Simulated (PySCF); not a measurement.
Compound: C₅H₁₂N (charge +1).
Atom-mapped SMILES: `[CH2:1]=[CH:2][N+:3]([CH3:4])([CH3:5])[CH3:6]` (hydrogens: H7, H8 on C1; H9 on C2; H10, H11, H12 on C4; H13, H14, H15 on C5; H16, H17, H18 on C6)

Cartesian coordinates in Å at the PBE0-D3(BJ)/def2-SVP level; atoms count from 1:
```
atom  x, y, z in Å
C1     2.0002    0.2530    0.9789
C2     1.2704    0.0574   -0.1086
N3    -0.2027   -0.0312   -0.1490
C4    -0.5707   -1.3742   -0.7015
C5    -0.8345    0.1372    1.1890
C6    -0.7054    1.0406   -1.0673
H7     1.5964    0.3735    1.9853
H8     3.0859    0.2991    0.8706
H9     1.7066   -0.0612   -1.1036
H10   -1.6619   -1.4294   -0.8020
H11   -0.0991   -1.4983   -1.6838
H12   -0.2091   -2.1484   -0.0145
H13   -0.4840   -0.6564    1.8588
H14   -1.9215    0.0635    1.0671
H15   -0.5742    1.1228    1.5916
H16   -0.2646    0.8957   -2.0610
H17   -0.4070    2.0160   -0.6653
H18   -1.7985    0.9698   -1.1303
```

Computed at PBE0/pcSseg-1 (PySCF, non-relativistic), with Q(14N) = 0.02044 b: N3, 14N (I = 1): χzz = -0.198 MHz, η = 0.303.

(1) Find the zero-field quadrupole resonance frequencies of 14N at N3.

## Answers

(1) From ν± = (3/4)|χ|(1 ± η/3) and ν0 = |χ|η/2: ν+ 0.164 MHz, ν− 0.134 MHz, ν0 0.030 MHz (ammonium nitrogen).

In a crystal, neighbours and librations shift these lines. Isolated species at its PBE0-D3(BJ)/def2-SVP geometry, gas phase. The small basis limits the accuracy of the gradients.

The run behind these numbers computed NMR shieldings as well. On one thread, Arm Neoverse N1 (aarch64), no GPU, shared host, this took 31 s of wall time and 0.70 GiB of memory at its peak.
